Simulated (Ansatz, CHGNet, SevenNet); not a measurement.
Volume per atom of GeS (Pnma, No. 62): levels of theory against measurement

Reference value: 20.48 Å³/atom (measured, temperature not stated, copied from a table, unchecked, not corrected to a static lattice; as tabulated in Acta Crystallographica B 34, 1322 (1978)).

| level (code) | value (Å³/atom) | difference (%) |
|---|---|---|
| CHGNet 0.3.0 | 24.28 | +18.6 |
| SevenNet-0 | 21.81 | +6.5 |
| LDA (Ansatz) | 18.96 | -7.4 |
| PBE (Ansatz) | 22.03 | +7.6 |
| PBEsol (Ansatz) | 19.57 | -4.4 |
| PBE-D3(BJ) (Ansatz) | 21.36 | +4.3 |
| PBE-D4 (Ansatz) | 19.98 | -2.4 |

Leaving aside CHGNet 0.3.0 (doubt noted below): The reference's temperature isn't stated, so close values are not ranked against it. Off by more than 7.5 %, or 10.5 % on the side where a correction would as a rule narrow the miss (bounds picked here): PBE (+7.6 %).

The reference isn't brought to a static lattice, while the calculations are for one, so the differences are not the levels' errors alone. A static lattice is as a rule a little smaller than the measured one.  CHGNet 0.3.0: the cell has another shape than the first-principles one, perhaps another minimum in the same group. LDA: LDA has no dispersion term either, though it tends to give short spacings of layers, chains or molecules. PBE: for a layered or molecular solid the relaxed cell lies over 5 % above the published volume, where the minimum can be shallow. PBE, PBEsol: the cell comes from a level without a dispersion term, which matters for the spacing of layers, chains or molecules. PBE-D3(BJ), PBE-D4: a distance lies near a switch of the dispersion term, which can move the cell. Cutoffs and k meshes differ between the levels. Ansatz's density-functional and Hartree–Fock values are scalar-relativistic unless marked +SOC, with PAW data made under PBE.

Machine-learned potentials (CHGNet 0.3.0, SevenNet-0) are trained on DFT data: a solid inside that data is no test of them.

Differences are worked out from the printed values.

Ansatz is a first-principles code.
